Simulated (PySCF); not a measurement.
Compound: C3H5NO (charge +1 and doublet state).
Numbering: `[CH3:1]/[N:2]=[CH:3]/[CH:4]=[O+:5]` (hydrogens: H6, H7, H8 on C1; H9 on C3; H10 on C4)

Structure used (GFN2-xTB), in Å, numbered top down from 1:
```xyz
10
C3H5NO angstrom
C      1.7467   -0.0446    0.1211
N      0.3965   -0.0335   -0.0549
C     -0.7507    0.2251    0.2726
C     -1.9665   -0.1444   -0.6105
O     -3.0737    0.1008   -0.3043
H      2.2220    0.4796   -0.7166
H      2.0680    0.4275    1.0636
H      2.1011   -1.0822    0.1063
H     -1.0741    0.7310    1.1903
H     -1.6603   -0.6546   -1.5384
```

The hyperfine couplings belong to this conformer and change with its torsions.

The calculation used UKS B3LYP, pcH-1 on C H N O, non-relativistic, mean-field spin-orbit, GIAO in PySCF. One conformer (not necessarily the lowest) at the GFN2-xTB geometry, without solvent, vibrations or thermal averaging. A GFN2-xTB geometry isn't a minimum of the functional, and hyperfine couplings can be far from their values at a DFT geometry, by a factor of two or more for some ions and for spin on atoms past the first row. Stability of the SCF solution: not tested.

Problem. Match the computed a_iso(13C) values +23.6, -9.4, +2.0 MHz with the sites C1; C3; C4.

Solution. 
| site | a_iso (MHz) | ρ(0) (bohr⁻³) | position | distance from N2 (Å) | spin population | largest \|T\| (MHz) |
| --- | --- | --- | --- | --- | --- | --- |
| C1 | -9.4 | -0.0084 | 1 bond from N2 | 1.36 | -0.01 | 11.5 |
| C3 | +2.0 | +0.0017 | 1 bond from N2 | 1.22 | -0.09 | 17.0 |
| C4 | +23.6 | +0.0210 | 2 bonds from N2 | 2.43 | +0.04 | 18.6 |

Problem. Match the computed a_iso(1H) values +261.6, +105.0, +96.7 MHz (means over equivalent nuclei) with the sites H6/H7/H8; H9; H10.

Solution. 
```json
{"site": "H6/H7/H8", "a_iso (MHz)": "+96.7", "ρ(0) (bohr⁻³)": "+0.0216", "position": "2 bonds from N2", "distance from N2 (Å)": "2.03", "bound to": "C1", "spin population there": "-0.01", "largest |T| (MHz)": "10.2"}
{"site": "H9", "a_iso (MHz)": "+261.6", "ρ(0) (bohr⁻³)": "+0.0585", "position": "2 bonds from N2", "distance from N2 (Å)": "2.07", "bound to": "C3", "spin population there": "-0.09", "largest |T| (MHz)": "7.1"}
{"site": "H10", "a_iso (MHz)": "+105.0", "ρ(0) (bohr⁻³)": "+0.0235", "position": "3 bonds from N2", "distance from N2 (Å)": "2.61", "bound to": "C4", "spin population there": "+0.04", "largest |T| (MHz)": "6.3"}
```

ρ(0) is the spin density at the nucleus and T the dipolar tensor; entries for several nuclei are means. The Mulliken spin populations are largest on N2 (+0.64), O5 (+0.13), H9 (+0.11) and C3 (-0.09). N2 is the only atom above +0.15. The positive populations add up to 1.10 and the negative ones to -0.10, together 2S = 1.

Examples of negative spin density at the nucleus (bohr⁻³): C1 (-0.0084).

Nuclei that the bonding pattern makes equivalent are averaged, as if the motion that swaps them (rotation, inversion, ring flip) were fast. The three 1H nuclei of mean +96.7 MHz run from 39.6 to 210.4 MHz in the frozen geometry.

The SMILES `C/N=C/C=[O+]` draws the unpaired electron on O5, whose computed spin population is only +0.13.

The run took 48 s wall (with the writing of density and orbital grids) on an AMD EPYC with one thread, shared host with 64 logical CPUs at a one-minute load of 35, and the process peaked at 0.59 GiB of memory.
